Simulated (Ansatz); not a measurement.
CsCl-type TlCl, treated with PBE-D3(BJ) in Ansatz (plane waves, PAW).

Run with plane-wave cutoff 500 eV, 8×8×8 k mesh, gaussian smearing 0.02 eV, scalar-relativistic PAW data made under PBE.

Cell (relaxed at this level):

```
CELL_PARAMETERS angstrom
      3.91742     0.00000     0.00000
      0.00000     3.91742     0.00000
      0.00000     0.00000     3.91742
ATOMIC_POSITIONS crystal
  Tl 0.00000 0.00000 0.00000
  Cl 0.50000 0.50000 0.50000
```

Question: What does this level give for the band gap?

Answer: 
band gap: 2.23 eV (on the SCF k mesh)

Note: a distance lies near a switch of the dispersion term, which can move the cell.

Spin–orbit coupling is not included; with these elements it can move the gap by several tenths of an eV or more.

Computed values are for the static lattice.

Ansatz is a quantum-chemistry and plane-wave program.
